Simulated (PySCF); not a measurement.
**LiF+: bond curves at several levels of theory**

An exercise on one series of results from a longer session: the logs are not shown, and one member is left open.

The runs use PySCF 2.14.0; Li cc-pVDZ, F cc-pVDZ, no relativity.

The first run:

A driver script around PySCF takes these settings:

```json
{
 "atoms": "Li, F",
 "charge": "1",
 "basis": "Li cc-pVDZ, F cc-pVDZ",
 "Hamiltonian": "no relativity",
 "basis functions": "28",
 "electrons treated": "11",
 "masses in u": "7.0160, 18.9984",
 "levels": "PBE0, PBE, r²SCAN, PBEsol, B2PLYP, r²SCANh, CAM-B3LYP, HF, MP2, SCS-MP2, CCSD, CCSD(T)",
 "grid": "80 radial by 434 angular points",
 "occupations": "held fixed by the projection of orbital angular momentum",
 "dissociation limit": "Li+ + F, each in its ground configuration",
 "starting distance in angstrom": "2.000",
 "values of 2S to try": "1, 3"
}
```

Command:

```sh
$ OMP_NUM_THREADS=1 python dia.py task.json out
```

Steps of the session up to this table: Input; The PBE0 curve of the state that the search chose; Excited determinants; PBE; r²SCAN (meta-GGA); PBEsol (GGA); B2PLYP; r²SCANh; CAM-B3LYP (range-separated hybrid); UHF (mean field); Adding correlation.

One table of the session follows, with a row left open; its other results are not shown here.

It belongs to the step «The curves together». Energy (eV) from each level's lowest point:

```
R (Å)    UHF  UHF-MP2  UHF-SCS-MP2  UHF-CCSD  UHF-CCSD(T)
1.804  0.118    0.131        0.131       n/a          n/a
1.888  0.052    0.059        0.059     0.058        0.058
1.972  0.017    0.020        0.020     0.019        0.019
2.035  0.004    0.005        0.005     0.005        0.005
2.098  0.000    0.000        0.000     0.000        0.000
2.161  0.001    0.001        0.001     0.001        0.001
2.245  0.009    0.010        0.010     0.010        0.011
2.350      ?        ?            ?         ?            ?
2.476  0.049    0.056        0.056     0.058        0.059
2.643  0.082    0.098        0.097       n/a          n/a
```

Estimate the missing values for R (Å) = 2.350.

Worked estimate for «UHF». A straight line through the neighbours (2.245, 0.009) and (2.476, 0.049) gives 0.009 + (0.049 − 0.009) × (2.350 − 2.245) / (2.476 − 2.245) = 0.027; a parabola fitted to 4 rows on both sides gives 0.026.

As computed: UHF: 0.025; UHF-MP2: 0.028; UHF-SCS-MP2: 0.028; UHF-CCSD: 0.029; UHF-CCSD(T): 0.030. In «UHF» the line misses by +0.002 and the parabola by +0.001.
